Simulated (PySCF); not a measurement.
# CCl3F: the cost of one run

Program: PySCF 2.14.0. Level of theory: levels as typed in each script, gas phase, geometry from GFN2-xTB. These are calculated values, not measurements.

### 1 The starting structure

SMILES `FC(Cl)(Cl)Cl`, 5 atoms, charge 0, spin multiplicity 1.

Bond lengths: F1–C2 1.337 Å, C2–Cl3 1.771 Å, C2–Cl4 1.771 Å, C2–Cl5 1.771 Å. Angles: F1–C2–Cl3 108.5°, F1–C2–Cl4 108.6°, F1–C2–Cl5 108.5°, Cl3–C2–Cl4 110.4°, Cl3–C2–Cl5 110.4°, Cl4–C2–Cl5 110.4°.

Geometry (Å):

```xyz
5
CCl3F
F    -0.0014   -0.0002   -1.5904
C    -0.0002    0.0000   -0.2531
Cl   -0.3907    1.6327    0.3105
Cl    1.6098   -0.4777    0.3099
Cl   -1.2183   -1.1549    0.3109
```

### 2 Density, bond paths and surface potential (PBE0/def2-tzvp)

File input.py:

```python
import numpy as np
from pyscf import gto, scf, dft
from pyscf.scf import atom_ks, atom_hf
from scipy.linalg import block_diag

def solve(mol, dm0=None, hcore=None):
    mf = (dft.UKS if mol.spin else dft.RKS)(mol, xc='pbe0')
    mf.grids.level = 3
    mf = mf.density_fit(auxbasis='def2-universal-jkfit')
    mf.conv_tol, mf.max_cycle = 1e-8, 80
    if hcore is not None:
        mf.get_hcore = lambda *args: hcore
    mf.kernel(dm0)
    if not mf.converged:
        mf = mf.newton().run(mf.mo_coeff, mf.mo_occ, max_cycle=30)
    assert mf.converged, 'SCF not converged'
    return mf

mol = gto.M(atom='''
F     -0.00142    -0.00018    -1.59038
C     -0.00020    -0.00004    -0.25307
Cl    -0.39074     1.63274     0.31049
Cl     1.60984    -0.47771     0.30989
Cl    -1.21828    -1.15492     0.31090
''', basis='def2-tzvp', charge=0, spin=0, verbose=4)
mf = solve(mol)
mf.analyze()
# spherically averaged free atoms, for the promolecule
atm = atom_ks.get_atm_nrks(mol, xc='pbe0')
pro = block_diag(*[(atm[a[0]][2] * atm[a[0]][3]) @ atm[a[0]][2].T for a in mol._atom])
np.savez('result.npz', e=mf.e_tot, c=mf.mo_coeff, occ=mf.mo_occ, eps=mf.mo_energy, pro=pro, dip=mf.dip_moment(verbose=0), s2=mf.spin_square()[0])
```

Started as:

```bash
$ OMP_NUM_THREADS=1 python input.py
```

**Question.** How long does this run take on 1 thread of Intel Xeon Platinum 8488C (Sapphire Rapids), shared host, and how much memory does it need?

About 12 s, with a peak of 0.63 GiB.
